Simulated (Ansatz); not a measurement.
A nudged elastic band was laid between two geometries of CH5BO (8 atoms, charge 0, multiplicity 1).

These are results of RKS PBE0-D4/def2-SVP in Ansatz, not measurements.

* movable images: 5
* climbing image: yes
* spring: 5.0 eV/Å²
* optimiser: quadratic models (default)
* start path: through a guess of the saddle point
* force threshold: 0.05 eV/Å
* iteration limit: 60
* end points: relaxed

First end point:

```xyz
8
Properties=species:S:1:pos:R:3
B 0.114 -0.169 0.114
H 0.099 -0.174 1.333
O 1.297 -0.330 -0.525
H 2.032 -0.437 0.087
C -1.196 0.007 -0.721
H -1.905 -0.803 -0.480
H -1.709 0.941 -0.435
H -1.020 0.013 -1.807
```

Last end point:

```xyz
8
Properties=species:S:1:pos:R:3
B -0.616 -0.871 0.362
H 1.248 -0.077 1.140
O 1.244 0.282 0.238
H 1.784 -0.364 -0.239
C -1.356 -0.124 -0.775
H -2.377 -0.520 -0.897
H -1.405 0.953 -0.533
H -0.810 -0.229 -1.730
```

Q: What changes between the two ends?

A: Bonds broken: B1–H2, B1–O3. Bonds formed: H2–O3. CH5BO becomes CH3B + H2O.

Q: Give the energies along the band, and the barrier.

A: It converged. The highest image is number 5 of 0 to 6, 5.03 eV above the first end and 0.12 eV above the last; the last end lies 4.92 eV above the first. The profile has 2 maxima (images 2, 5) with wells between them (image 4): this band takes more than one step, which may be the mechanism or a detour left from its start path. Neighbouring images differ by up to 5.0 eV, so the band resolves the path poorly. A vibrational analysis at the climbing image gives one clearly imaginary mode, 1056i cm⁻¹: a first-order saddle point. The orbitals stay closed-shell, which can raise the energy where a bond breaks towards radicals; this wasn't checked here.

```tsv
image	path coordinate (Å)	energy (eV)	B1–H2 (Å)	B1–O3 (Å)	H2–O3 (Å)
0	0.00	0.00	1.22	1.35	2.22
1	1.61	0.03	1.22	1.35	2.21
2	3.22	0.57	1.23	1.36	2.27
3	4.83	0.06	1.21	1.35	2.16
4	6.44	0.04	1.21	1.35	2.15
5	8.05	5.03	1.59	1.59	1.05
6	9.08	4.92	2.17	2.19	0.97
```

Q: What is the geometry of the highest image?

A: 
```xyz
8
Properties=species:S:1:pos:R:3
B -0.409 -0.312 0.573
H 1.065 -0.521 1.126
O 1.097 0.135 0.300
H 1.518 -0.160 -0.540
C -1.232 -0.103 -0.734
H -2.174 -0.668 -0.759
H -1.495 0.975 -0.738
H -0.658 -0.298 -1.662
```

The run took 8 min on 1 thread of Arm Neoverse V1 (shared host), peak memory 0.12 GiB.
